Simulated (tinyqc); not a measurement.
Pariser-Parr-Pople SCF with singles CI, for the molecule C=CC=CC=C (SMILES; centres numbered as the heavy atoms are written), step by step. One step of it, computed by the program tinyqc.

Question. Iteration 2: orbitals and new P. Diagonalise F (the basis is taken as orthonormal) and form P = 2 sum c c over the lowest orbitals.

F (eV), lower triangle:
```
           1C         2C         3C         4C         5C         6C
1C  -6.665000
2C  -4.826389  -6.665000
3C   0.000000  -3.581071  -6.665000
4C   0.535292   0.000000  -4.618723  -6.665000
5C   0.000000   0.097283   0.000000  -3.581071  -6.665000
6C  -0.241920   0.000000   0.535292   0.000000  -4.826389  -6.665000
```

pi electrons, sum of z_r less the charge = 6

Give: orbital energies; P after iteration 2.

Answer.

orbital energies (eV): -13.9013  -12.3053  -9.8323  -3.4977  -1.0247  0.5713

P after iteration 2, lower triangle:
```
         1C       2C       3C      4C      5C      6C
1C   1.0000
2C   0.9070   1.0000
3C   0.0000   0.4170   1.0000
4C  -0.3571   0.0000   0.8358  1.0000
5C   0.0000  -0.0591   0.0000  0.4170  1.0000
6C   0.2233   0.0000  -0.3571  0.0000  0.9070  1.0000
```
